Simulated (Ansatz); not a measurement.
Mulliken charges of `CS(=O)(=O)O` from r2SCAN/def2-TZVPP in Ansatz (PBE0-D4/def2-TZVP geometry).

```
atom   x (Å)   y (Å)   z (Å)  charge (e)
  C1  -0.790  -0.329  -0.700      -0.181
  S2   0.734   0.098   0.069       0.855
  O3   1.312  -1.069   0.660      -0.462
  O4   1.473   0.924  -0.822      -0.430
  O5   0.230   1.030   1.263      -0.311
  H6  -1.289   0.586  -1.014       0.105
  H7  -0.541  -0.942  -1.566       0.097
  H8  -1.401  -0.892   0.003       0.086
  H9   0.361   0.547   2.090       0.241
```

Question: By hand: the dipole of these point charges (1 e Å = 4.8032 D).

Answer: Σ q r = (-0.762, -0.055, 0.087) e Å, of length 0.769 e Å = 3.69 D.

Question: How does the dipole of the full density compare? (An estimate is asked.)

Answer: Ansatz gave: (-0.734, -0.129, 0.193) e Å, 3.70 D; the point charges give 1.00 times that, at 10° from its direction.

Point charges leave out the atoms' own dipoles, such as those of lone pairs, and Mulliken's split depends on the basis, so the close match here is no proof of good charges.
